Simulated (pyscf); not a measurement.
**Four-centre exchange: O=PH (SMILES O=P) + H₂O (SMILES O) → O=P–OH (SMILES O=PO) + H₂ (SMILES [H][H])**

Gas phase, singlet surface, charge 0. Bonds broken: P2–H3, O4–H5. Bonds formed: P2–O4, H3–H5. PySCF, gas phase, ωB97X-D3(BJ)/def2-SVP geometries.

Transition state (Å):

```xyz
6

O      0.7687    -0.4288     0.7598
P     -0.6391    -0.0138     0.8960
H     -1.5910    -1.2780     0.1308
O     -1.1474     0.5850    -0.8386
H     -1.6167    -0.5587    -0.5667
H     -1.7691     1.3280    -0.7979
```

One imaginary mode, 1582i cm⁻¹; descent along it reached the two sides named, in the forms told below.

```csv
bond,change,reactant side (Å),saddle,product side
P2–H3,breaks,1.472,1.758,4.1
O4–H5,breaks,0.966,1.266,2.6
P2–O4,forms,2.419,1.904,1.638
H3–H5,forms,2.6,1.002,0.760
```

Electronic energies relative to the separated reactants (kcal/mol):

```
level                   barrier  reaction energy  reverse barrier
----------------------  -------  ---------------  ---------------
ωB97X-D3(BJ)/def2-TZVP     20.2            -31.2             51.4
PBE/def2-TZVP              11.4            -31.1             42.5
r²SCAN/def2-TZVP           13.0            -33.0             46.0
B3LYP-D3(BJ)/def2-TZVP     19.0            -30.8             49.8
PBE0-D3(BJ)/def2-TZVP      15.7            -30.1             45.8
M06-2X/def2-TZVP           20.0            -32.3             52.4
ωB97M-D3(BJ)/def2-TZVP     20.1            -31.2             51.3
HF/def2-TZVP               40.4            -27.0             67.4
```

With ωB97M-D3(BJ)/def2-TZVP energies and thermal terms (ideal gas, 1 atm, RRHO with modes under 100 cm⁻¹ raised to 100, one conformer, R ln 2 for chiral ones without a mode under 150 cm⁻¹), in kcal/mol:

```
T (K)   ΔH‡   ΔG‡     ΔH     ΔG
-----  ----  ----  -----  -----
298    18.6  29.0  -33.5  -31.2
600    18.5  39.6  -32.6  -29.2
900    19.1  50.0  -31.8  -27.6
1200   20.0  60.2  -31.1  -26.4
```

On the reactant side the descent ends in a complex (not fully relaxed), 7.7 kcal/mol under the separated species and 27.9 kcal/mol under the saddle at ωB97X-D3(BJ)/def2-TZVP. At the saddle there is also a short H–P contact that neither side keeps. The same reactants have a lower exit, to HO–PH–OH (barrier +2.8 kcal/mol at ωB97M-D3(BJ)/def2-TZVP, against +20.1 kcal/mol here). This is the saddle that the search found; another between the same sides may lie lower.
